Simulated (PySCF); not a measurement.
Rock-salt NaF: PBE at its full settings () and at cheaper ones, in a cell of 2 atoms.

| level and setting | equilibrium lattice constant a (Å) | bulk modulus (GPa) | band gap (eV) |
|---|---|---|---|
| PBE (PySCF) | 4.706 | 44.9 | 6.36 |
| PBE/GTH-SZV (PySCF) | 4.729 | 53.3 | 4.52 |

Largest shifts from the full settings: lattice constant a +0.49 % (PBE/GTH-SZV), against a difference of +2.71 % of the full result from the reference 4.582 Å (measured, static lattice: zero-point anharmonic expansion removed; as tabulated in Mejia-Rodriguez and Trickey (2018), arXiv:1807.09216); bulk modulus +18.7 % (PBE/GTH-SZV), against a difference of -15.4 % of the full result from the reference 53.1 GPa (measured, 0 K value with the zero-point phonon effect removed; as tabulated in Mejia-Rodriguez and Trickey (2018), arXiv:1807.09216); band gap -1.84 eV (PBE/GTH-SZV), against a difference of -5.34 eV of the full result from the reference 11.7 eV (measured, temperature not stated, no zero-point or thermal correction, our sources range from 11.50 to 11.70; as tabulated in Koller et al. (2013), arXiv:1304.4470).

The full settings aren't shown to be converged themselves.

Density-functional gaps are differences of (generalised) Kohn–Sham levels.

Cells: PBE at the level's own relaxed cell for 2 of them, at the measured cell for 1 of them; PBE/GTH-SZV at the level's own relaxed cell for 2 of them, at the measured cell for 1 of them.

Run with cheap settings on purpose, which may leave them unconverged: PBE/GTH-SZV.
